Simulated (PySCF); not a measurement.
## C₂H₅, SMILES `[CH2]C` (charge 0, multiplicity 2)

The numbers are results of PySCF with PBE-D3(BJ)/def2-TZVP // B3LYP-D3(BJ)/def2-TZVP, not measurements.

```json
{
 "highest_occupied_spin_orbital": "-4.55 eV",
 "dipole_moment": "0.35 D",
 "total_energy": "-2151.52 eV",
 "cost": "roughly 100 core-seconds"
}
```

Bond lengths (Å): C1–C2 1.483, C1–H3 1.081, C1–H4 1.081, C2–H5 1.092, C2–H6 1.101, C2–H7 1.093. Angles (°): C2–C1–H3 121.0, C2–C1–H4 120.9, H3–C1–H4 117.6, C1–C2–H5 111.8, C1–C2–H6 111.8, C1–C2–H7 111.8, H5–C2–H6 106.4, H5–C2–H7 108.3, H6–C2–H7 106.3.
Charge 0, spin multiplicity 2.
